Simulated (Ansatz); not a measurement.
```yaml
crystal:
  periodic: [false, false, false]
  atoms:
    - {symbol: F, position_ang: [-1.098635, 1.250323, 1.084610]}
    - {symbol: C, position_ang: [-0.237976, 0.812095, 0.148909]}
    - {symbol: C, position_ang: [0.628668, -0.374662, 0.456520]}
    - {symbol: C, position_ang: [-0.009378, -0.971883, -0.547053]}
    - {symbol: O, position_ang: [-0.914947, 0.020527, -0.865070]}
    - {symbol: H, position_ang: [0.239090, 1.673807, -0.324395]}
    - {symbol: H, position_ang: [1.452777, -0.581436, 1.115212]}
    - {symbol: H, position_ang: [0.032600, -1.885970, -1.124433]}
basis:
  gaussian: {orbitals: STO-3G, final_grid: {core_spheres: 1, valence_spheres: 1, degree: 1}}
hamiltonian: {xc: {name: wB97M-V}}
output: {forces: true}
```

```sh
$ ansatz run in.yaml --threads 2 --pin off --events-out ev --progress --plain --max-ram 4352MiB
```

It prints (some lines left out):

```
Functional definition: wB97M-V
403 factors; integrals over basis functions are off by at most 4.1e-5 eV
130 factors; integrals over basis functions are off by at most 1.2e-6 eV
mean field evaluation 1: about -7812.1913 eV, gradient 3.0e1 eV
mean field evaluation 2: about -7813.8792 eV, gradient 2.2e1 eV
mean field evaluation 4: about -7815.0809 eV, gradient 8.9e-1 eV
mean field evaluation 8: about -7795.0934 eV, gradient 1.4e0 eV
mean field evaluation 16: about -7795.1146 eV, gradient 1.1e-4 eV
mean field -7795.11455803 eV, -286.4651762894 hartree, gradient 2.5e-5 eV, S^2 0.000000; 0 other end points of the search recorded, 0 dependent functions left out
reference -7795.11456050 eV, -286.4651763801 hartree; 19, 19 occupied and 9, 9 virtual orbitals, 403 factors
Total energy: -7795.11456050 eV, -286.4651763801 hartree
Atom 0 at    -1.098635     1.250323     1.084610 Å, force     0.036787     0.661142    -0.985104 eV/Å
Atom 1 at    -0.237976     0.812095     0.148909 Å, force     0.920537    -4.404114     3.906308 eV/Å
Atom 2 at     0.628668    -0.374662     0.456520 Å, force    -7.577349    -1.689408   -10.487733 eV/Å
Atom 3 at    -0.009378    -0.971883    -0.547053 Å, force     4.633101     5.818951     7.546419 eV/Å
Atom 4 at    -0.914947     0.020527    -0.865070 Å, force     0.067805    -1.164539    -0.676382 eV/Å
Atom 5 at     0.239090     1.673807    -0.324395 Å, force     0.783564     1.626462    -0.573243 eV/Å
Atom 6 at     1.452777    -0.581436     1.115212 Å, force     1.375103    -0.378083     1.169902 eV/Å
Atom 7 at     0.032600    -1.885970    -1.124433 Å, force    -0.239547    -0.470411     0.099833 eV/Å
Dipole moment:     0.284863    -0.069546    -0.065497 e Å
```

(1) Something in this input is off. What?

Answers

(1) The integration grid is far too coarse. The run converged. The result belongs to that input, not to the molecule as meant.
